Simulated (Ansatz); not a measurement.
Input file for Ansatz (an electronic-structure program): R-r2SCAN/def2-TZVPP on allene (SMILES C=C=C), atoms moved off the minimum.

Ansatz 0.2 input:
```yaml
crystal:
  periodic: [false, false, false]
  atoms:
    - {symbol: C, position_ang: [1.32422287, 0.00752203, -0.00015909]}
    - {symbol: C, position_ang: [0.01384703, -0.02530853, -0.04496009]}
    - {symbol: C, position_ang: [-1.24129146, 0.02504561, -0.02026267]}
    - {symbol: H, position_ang: [1.88148859, -0.65922397, -0.74036470]}
    - {symbol: H, position_ang: [1.86991841, 0.65760526, 0.69746160]}
    - {symbol: H, position_ang: [-1.86646943, 0.64115718, -0.64263620]}
    - {symbol: H, position_ang: [-1.80476421, -0.65422425, 0.60325215]}
basis:
  gaussian:
    orbitals: def2-TZVPP
hamiltonian:
  xc: {name: r2SCAN}
scf: {lower_state_search: off}
output: {forces: true}
```

### Question
Give the final energy of this run.

### Answer
-116.6191 hartree.
